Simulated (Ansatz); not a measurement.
A nudged elastic band was laid between two geometries of H2S + H5NSi (10 atoms, charge 0, multiplicity 1).

Method: RKS LDA/6-31G* (Ansatz 0.2.0).

- movable images: 7
- climbing image: yes
- spring: 5.0 eV/Å²
- optimiser: quadratic models (default)
- start path: through a guess of the saddle point
- force threshold: 0.5 eV/Å
- iteration limit: 60
- end points: relaxed

First end point:

```xyz
10
Properties=species:S:1:pos:R:3
Si -0.141 0.345 0.101
N 0.060 -0.070 1.792
H -0.790 -0.279 2.325
H 0.667 0.544 2.347
H 1.233 0.505 -0.471
H -0.926 1.604 -0.163
H -0.861 -0.802 -0.539
S 1.675 -2.858 1.474
H 0.564 -3.442 0.941
H 0.990 -1.642 1.688
```

Last end point:

```xyz
10
Properties=species:S:1:pos:R:3
Si 0.315 -0.215 -0.868
N 0.101 -0.893 2.826
H -0.355 -1.623 3.385
H -0.564 -0.120 2.701
H 0.921 -0.084 -2.234
H 0.642 1.035 -0.086
H -1.184 -0.215 -1.037
S 1.080 -1.946 0.075
H 0.609 -1.497 1.379
H 0.907 -0.537 3.353
```

(1) What changes between the two ends?

(2) What energy profile does the band end with?

(3) What is the geometry of the highest image?

## Answers

(1) Bonds broken: Si1–N2, S8–H10. Bonds formed: Si1–S8, N2–H10. H2S + H5NSi becomes H3N + H4SSi.

(2) It converged. The highest image is number 2 of 0 to 8, 0.40 eV above the first end and 0.79 eV above the last; the last end lies 0.39 eV below the first. The threshold of 0.5 eV/Å is loose, so the images may lie well off the minimum-energy path. The order of the stationary point at the top wasn't checked. The orbitals stay closed-shell, which can raise the energy where a bond breaks towards radicals; this wasn't checked here.

| image | path coordinate (Å) | energy (eV) | Si1–N2 (Å) | S8–H10 (Å) | Si1–S8 (Å) |
| --- | --- | --- | --- | --- | --- |
| 0 | 0.00 | 0.00 | 1.75 | 1.41 | 3.93 |
| 1 | 0.96 | 0.15 | 1.78 | 1.45 | 3.21 |
| 2 | 1.93 | 0.40 | 1.94 | 2.10 | 2.56 |
| 3 | 2.88 | 0.30 | 2.18 | 2.48 | 2.29 |
| 4 | 3.84 | 0.00 | 2.42 | 2.74 | 2.19 |
| 5 | 4.81 | -0.17 | 2.85 | 3.25 | 2.15 |
| 6 | 5.77 | -0.34 | 3.28 | 3.55 | 2.12 |
| 7 | 6.74 | -0.39 | 3.61 | 3.59 | 2.11 |
| 8 | 7.71 | -0.39 | 3.76 | 3.57 | 2.11 |

(3) 
```xyz
10
Properties=species:S:1:pos:R:3:forces:R:3
Si 0.162 -0.147 0.072 -0.27 -0.47 0.12
N 0.173 -0.173 2.010 -0.15 0.19 -0.17
H -0.757 -0.480 2.346 0.07 0.02 0.01
H 0.404 0.732 2.451 0.05 0.02 0.06
H 1.409 0.267 -0.631 0.17 -0.07 0.02
H -0.580 1.193 0.117 0.02 0.09 0.05
H -0.881 -0.997 -0.575 -0.11 0.07 -0.14
S 1.352 -2.340 0.632 0.24 0.17 -0.08
H 0.319 -3.181 0.924 -0.10 0.09 -0.04
H 0.872 -0.970 2.147 0.09 -0.11 0.17
```

Run time: 2.2 min on 1 thread of Arm Neoverse V2, with other jobs on the host, peak memory 0.11 GiB.
